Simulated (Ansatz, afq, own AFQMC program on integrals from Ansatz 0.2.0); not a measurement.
# AlBH2, triplet in 6-31G, levels against full CI

```yaml
atoms:
  - { symbol: B, position_ang: [0.0000, 0.0000, 2.2079] }
  - { symbol: Al, position_ang: [0.0000, 0.0000, -2.0141] }
  - { symbol: H, position_ang: [0.0000, 0.0000, 3.3910] }
  - { symbol: H, position_ang: [0.0000, 0.0000, -3.5849] }
```

Connectivity, by distances: BH ··· AlH.

Basis 6-31G. Noble-gas cores (and the filled d shells of Ga–Kr and In–Xe) are frozen. Integrals, coupled cluster, full CI and functionals: Ansatz 0.2.0; the random walks run on the same integrals in our own AFQMC program. ph-AFQMC/CISD is guided by a CISD state made of CCSD amplitudes; releasing the constraint for a short imaginary time cuts its bias at the price of noise, slowly where states lie close. Uncertainties: one standard error, sampling alone.

Determinant: UHF, the one that the program's search chose, which needn't be the lowest solution. The geometry is a point of a scan.

Full CI on the same integrals is exact in this basis and with this determinant's frozen core.

Cautions: lower spins were not checked; the determinant is a saddle point among determinants of its kind; raised T1 diagnostic (T1 0.043, weight of the determinant 0.88, largest double 0.10); unrestricted determinant slightly spin contaminated (⟨S²⟩ 2.07 against 2.00); the ph-AFQMC/CISD walk drifts between its halves (2.7 errors).

```
T1 diagnostic                               : 0.0426
weight of the determinant in the CISD state : 0.885
⟨S²⟩ of the determinant                     : 2.069
size of the correlated space                : 8 electrons in 20 orbitals
```

Reference: full CI, correlation energy -2.160 eV. The released energy is read at 2.40 1/Eh (meV from the phaseless value at times in 1/Eh: -1 ± 3 at 0.24, -1.3 ± 0.9 at 0.51, -3.8 ± 0.8 at 0.99, -4.8 ± 0.9 at 1.62, -4.7 ± 0.9 at 2.40).

| level | E − E(reference) (kJ/mol) | share of correlation (%) |
| --- | --- | --- |
| HF | 208.4 | 0.00 |
| MP2 | 76.8 | 63.13 |
| CCSD | 2.9 | 98.62 |
| CCSD(T) | 1.1 | 99.46 |
| CCSDT | 0.2 | 99.90 |
| CCSDT(Q) | 0.1 | 99.97 |
| CCSDTQ | 0.0 | 100.00 |
| ph-AFQMC/CISD | 0.6 ± 0.1 | 99.71 |
| released AFQMC | 0.2 ± 0.09 | 99.92 |

CCSDT and higher add their correlation energy to the determinant of the CCSD(T) run, since their own runs factorise the integrals more tightly (a shift of under 2 meV). Released energies are given only where the last usable release times agree within the noise; a slower fall can still hide under it.
